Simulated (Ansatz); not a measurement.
The input, for Ansatz 0.2.0:

```yaml
crystal:
  periodic: [false, false, false]
  atoms:
    - {symbol: Hf, position_ang: [0.000000, 0.000000, 0.000000]}
    - {symbol: Si, position_ang: [0.000000, 0.000000, 2.398800]}
basis:
  gaussian: {orbitals: def2-TZVPP}
total_charge: 1
magnetization: {spin_polarized: false, initial_magnetization: 3}
correlation: {method: ccsdt_q, electrons: outside_noble_gas}
```

```sh
$ ansatz run in.yaml --threads 2 --pin off --events-out ev --progress --plain --max-ram 24576MiB --backend cuda --devices 0, --max-vram 18GiB
```

The program prints:

```
1139 factors; integrals over basis functions are off by at most 3.7e-5 eV
mean field evaluation 1: about -9141.1512 eV, gradient 2.2e1 eV
mean field evaluation 2: about -9141.1513 eV, gradient 2.2e1 eV
mean field evaluation 4: about -9143.6659 eV, gradient 2.7e0 eV
mean field evaluation 8: about -9143.7750 eV, gradient 4.0e-1 eV
mean field evaluation 16: about -9143.1218 eV, gradient 1.7e0 eV
mean field evaluation 32: about -9143.6727 eV, gradient 7.0e-2 eV
mean field evaluation 64: about -9143.6720 eV, gradient 1.3e-1 eV
mean field evaluation 96: about -9143.4050 eV, gradient 7.2e-1 eV
mean field evaluation 128: about -9143.7166 eV, gradient 8.2e-1 eV
mean field evaluation 160: about -9143.4590 eV, gradient 6.8e-3 eV
...
cycle  21  -4.84365534 eV  change   -1.4e-5 eV  update   2.8e-5
cycle  22  -4.84362845 eV  change    2.7e-5 eV  update   1.5e-5
cycle  23  -4.84360466 eV  change    2.4e-5 eV  update   9.5e-6
cycle  24  -4.84360223 eV  change    2.4e-6 eV  update   5.6e-6
cycle  25  -4.84360284 eV  change   -6.1e-7 eV  update   3.8e-6
cycle  26  -4.84360600 eV  change   -3.2e-6 eV  update   2.5e-6
cycle  27  -4.84360700 eV  change   -1.0e-6 eV  update   1.5e-6
cycle  28  -4.84360726 eV  change   -2.6e-7 eV  update   1.0e-6
cycle  29  -4.84360617 eV  change    1.1e-6 eV  update   7.4e-7
cycle  30  -4.84360617 eV  change    4.1e-9 eV  update   4.7e-7
perturbative correction -0.03601264 eV, -0.0013234400 hartree
Total energy: -9148.68436484 eV, -336.2079492068 hartree
```

Ran on 2 threads of AMD EPYC 7R13 with a shared H100 80 GB, shared host: 57 s wall, 0.9 GiB peak host memory.
